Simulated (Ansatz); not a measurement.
We consider antiferromagnetic (type II) rock-salt NiO, described by r²SCAN (Ansatz, a first-principles code, plane waves, hard PAW).

Settings: plane-wave cutoff 1050 eV, 16×16×16 k mesh, Fermi–Dirac smearing 0.05 eV, magnetic order afm2, spin-polarised with opposed moments.

Cell (relaxed at this level):

```xyz
4
Lattice="4.1568 2.0729 2.0729 2.0729 4.1568 2.0729 2.0729 2.0729 4.1568" Properties=species:S:1:pos:R:3 pbc="T T T"
Ni     0.0000     0.0000     0.0000
Ni     4.1513     4.1513     4.1513
O      2.0756     2.0756     2.0756
O      6.2269     6.2269     6.2269
```

Predict the magnetic moment (largest site, within a sphere) and band gap.


- magnetic moment (largest site, within a sphere): 1.58 μB
- band gap: 2.44 eV (on the SCF k mesh)

Moments are spin moments.

Computed values are for the static lattice.

Cost on a shared machine: around 15 core-minutes (rough).
